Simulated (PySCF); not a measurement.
1-chloro-1-fluoroethane, C₂H₄ClF, SMILES C[C@@H](F)Cl, point group C1.

Force field and properties: PBE0/pcSseg-1 (PySCF, grid level 2). Vibrational terms come from second-order perturbation theory with semi-diagonal cubic constants, by steps of ±0.6 along the normal coordinates of each isotopologue. The parent has the commonest isotopes.

Equilibrium geometry (Å):

```json
{"atom": "C1", "x": "-0.7971", "y": "0.0420", "z": "-0.1047"}
{"atom": "C2", "x": "0.6705", "y": "-0.1351", "z": "0.1445"}
{"atom": "F3", "x": "1.1873", "y": "-1.0311", "z": "-0.7426"}
{"atom": "Cl4", "x": "1.5565", "y": "1.4161", "z": "-0.0421"}
{"atom": "H5", "x": "-0.9613", "y": "0.4136", "z": "-1.1203"}
{"atom": "H6", "x": "-1.2957", "y": "-0.9274", "z": "0.0044"}
{"atom": "H7", "x": "-1.2281", "y": "0.7480", "z": "0.6100"}
{"atom": "H8", "x": "0.9041", "y": "-0.4885", "z": "1.1524"}
```

Species: ²H at 5, ²H at 6, ²H at 7, ²H at 8. Output of the displacement run:

```
mode    cm-1    km/mol   phi_rrr   E(+)/cm-1  E(-)/cm-1
  1    187.85     0.06       2.4      42.49      42.17
  2    293.50     1.04      25.5      53.69      52.41
  3    373.00     3.44      20.1      67.83      66.51
  4    430.61     5.06     -20.3      76.91      78.59
  5    626.94    39.09     -98.7     109.47     116.70
  6    768.85    19.65     -42.0     137.10     140.00
  7    821.73     9.34      42.9     149.62     146.59
  8    948.20     8.37      49.6     172.61     168.92
  9    999.37    18.45     -92.2     176.80     183.33
 10   1032.69    95.93     -37.2     184.76     187.34
 11   1057.33     6.35      42.4     191.88     188.88
 12   1060.87     6.28       8.8     191.37     190.67
 13   1122.17   104.29     161.3     208.07     196.40
 14   1249.67    90.35     141.7     230.27     220.11
 15   2205.84     0.68     621.9     420.19     375.45
 16   2306.93    12.95   -1216.1     374.54     461.87
 17   2342.06     1.32    -393.4     408.87     437.08
 18   2355.34     1.30    -205.4     418.11     432.95
```

For the shielding of H6 (σe = 29.69 ppm):

| mode | ω (cm⁻¹) | Σr φrrs (cm⁻¹) | ∂σ/∂q | ∂²σ/∂q² |
| --- | --- | --- | --- | --- |
| 1 | 188 | 5 | 0.017 | -0.797 |
| 2 | 294 | 49 | 0.034 | -0.136 |
| 3 | 373 | 17 | -0.018 | -0.029 |
| 4 | 431 | -136 | -0.021 | -0.072 |
| 5 | 627 | -340 | -0.065 | -0.178 |
| 6 | 769 | -241 | 0.020 | -0.026 |
| 7 | 822 | 174 | -0.097 | -0.131 |
| 8 | 948 | 111 | -0.069 | -0.010 |
| 9 | 999 | -321 | 0.026 | -0.045 |
| 10 | 1033 | 9 | 0.023 | -0.101 |
| 11 | 1057 | 27 | 0.009 | -0.373 |
| 12 | 1061 | 47 | 0.120 | -0.259 |
| 13 | 1122 | 353 | 0.204 | -0.029 |
| 14 | 1250 | 70 | 0.112 | -0.076 |
| 15 | 2206 | -33 | 1.585 | 0.197 |
| 16 | 2307 | -593 | -0.001 | -0.011 |
| 17 | 2342 | -50 | -1.573 | 0.207 |
| 18 | 2355 | -23 | 0.129 | -0.054 |

Task: Work out the zero-point average of this shielding.

Result: With ⟨qs⟩ = −Σr φrrs/(4ωs) and ⟨qs²⟩ = 1/2: the mean displacements are -0.006, -0.042, -0.011, 0.079, 0.135, 0.078, -0.053, -0.029, 0.080, -0.002, -0.006, -0.011, -0.079, -0.014, 0.004, 0.064, 0.005, 0.002. The anharmonic term Σ (∂σ/∂q)⟨q⟩ is -0.02 ppm, the harmonic term ¼ Σ ∂²σ/∂q² is -0.48 ppm, so ⟨σ⟩ = 29.19 ppm.

Internal rotors are held in one well.
